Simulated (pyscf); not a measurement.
Homolytic dissociation enthalpies at 298 K of Al–O, Ga–O, In–O bonds in 6 gas-phase molecules, in kcal/mol. Structures and frequencies: ωB97X-D3(BJ)/def2-SVP in PySCF. Both columns use the same structures and thermal terms. Rows were drawn at random from the closed-shell molecules with such a bond whose radicals are computed, keep their shape and have no isomer in the data more than 5 kcal/mol lower.

| row | molecule | radicals | B3LYP-D3(BJ)/def2-TZVP | ωB97M-D3(BJ)/def2-TZVP |
|---|---|---|---|---|
| 1 | H₃C–Al(CH₃)–O–Na | [H₃C–Al–CH₃]• + •O–Na | 129.3 | 134.2 |
| 2 | H₃C–O–In(OH)–OH | [H₃C–O–In–OH]• + OH• | 77.0 | ? |
| 3 | H₂N–In(NH₂)–OH | [H₂N–In–NH₂]• + OH• | 80.8 | 86.3 |
| 4 | H₃C–Al(CH₃)–O–Be–OH | [H₃C–Al–CH₃]• + •O–Be–OH | 138.1 | 142.7 |
| 5 | H₃C–Al(CH₃)–O–Mg–OH | [H₃C–Al–CH₃]• + •O–Mg–OH | 134.2 | 138.7 |
| 6 | HO–Ga(PH₂)–PH₂ | OH• + [H₂P–Ga–PH₂]• | 97.9 | 101.9 |

Task: Fit a line that carries the B3LYP-D3(BJ) values to the last column and predict row 2.

Result: In the 5 complete rows the last column lies 4.0 to 5.5 kcal/mol from B3LYP-D3(BJ) (mean 4.7, median 4.6). Least squares gives y = 5.9 + 0.99·x with residuals of 0.5 kcal/mol (root mean square). For row 2: 5.9 + 0.99 × 77.0 = 82.1 kcal/mol, an extrapolation. The computed value is 81.9 kcal/mol, 0.2 under the line. Left out: the spin-orbit lowering of OH. The term symbol of open-shell •O–Mg–OH, •O–Na was not checked; spin-orbit terms are left out. Elements up to Kr have no core potential and no relativistic terms here. Elements past Kr carry the def2 core potentials, without spin-orbit coupling.
